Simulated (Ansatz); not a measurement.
Saddle point of C2H6Cl, doublet (CH₃Cl ([CH3][Cl]) + CH₃ → CH₃Cl ([CH3][Cl]) + CH₃; bonds formed: Cl1–C3; bonds broken: Cl1–C2), PBE0-D4/def2-TZVP structure:

Cl1  (0.009, -0.003, 0.003)
C2  (-0.489, 0.342, 1.975)
C3  (0.488, -0.342, -1.975)
H4  (-0.300, 1.402, 2.100)
H5  (-1.533, 0.058, 2.023)
H6  (0.184, -0.307, 2.523)
H7  (1.572, -0.366, -1.972)
H8  (0.054, 0.508, -2.487)
H9  (0.013, -1.292, -2.189)
(Å)

Energies are electronic, without zero-point energy. Barriers and step energies count from the start structure reached by relaxing down the imaginary mode; all methods use the PBE0-D4 structures, on which another method's saddle can fall below an end. Computed with Ansatz 0.2.0 (basis: def2-TZVPP, with def2-QZVPP for the basis limit); correlated methods freeze the cores; orbitals are unrestricted. B3LYP uses VWN-RPA correlation. Extrapolation: Hartree–Fock as exp(−7.88 √X), correlation as X^−2.97.

| method | barrier (kcal/mol) | step energy (kcal/mol) |
| --- | --- | --- |
| SPW92 | ? | 0.00 |
| PBE-D4 | 11.27 | 0.00 |
| BLYP-D4 | 11.95 | 0.00 |
| r2SCAN-D4 | 14.51 | 0.00 |
| B97M-V | 17.43 | 0.00 |
| PBE0-D4 | 16.53 | 0.00 |
| B3LYP-D4 | ? | 0.00 |
| r2SCAN0-D4 | 18.02 | 0.00 |
| BHLYP-D4 | 21.70 | 0.00 |
| CAM-B3LYP-D4 | 19.42 | 0.00 |
| wB97X-V | 20.51 | 0.00 |
| wB97M-V | 20.51 | 0.00 |
| B2PLYP | 18.78 | 0.00 |
| PBE-QIDH | 20.87 | 0.00 |
| RPA on PBE | 19.65 | 0.00 |
| HF | 33.16 | 0.00 |
| MP2 | ? | 0.00 |
| CCSD | 22.99 | 0.00 |
| CCSD(T) | 20.45 | 0.00 |

(1) Fill in the withheld barriers. (Judge from chemistry; the value comes from the calculation.)

T1 diagnostic: at most 0.020. ⟨S²⟩ of the unrestricted Hartree–Fock references: 0.76 to 0.88 (a pure state has 0.75). The unrestricted reference is spin-contaminated, which hurts MP2 most. The start structure is not quite a true minimum (one mode of 32i cm⁻¹). The end structure is not quite a true minimum (one mode of 39i cm⁻¹).

## Answers

(1) Computed: MP2 24.25; SPW92 5.39; B3LYP-D4 16.07 kcal/mol. Each is the energy of the saddle less that of the start structure, by the same method.

For comparison, the barrier by CCSD(T) at an estimated basis limit (MP2 extrapolated from triple and quadruple zeta, plus CCSD(T) − MP2 in triple zeta) is 19.39 kcal/mol.

Labels in which every atom is bracketed show which atoms are joined, not bond orders.

For scale, one of the runs: CCSD(T)/def2-TZVPP, 188 basis functions, launched by `ansatz run in.yaml --threads 4 --pin off --events-out ev --progress --plain --max-ram 9574MiB`. Time: 80 s of wall clock on 4 CPU threads of an Arm Neoverse V2; the host was shared. Peak host memory: 5 GiB.
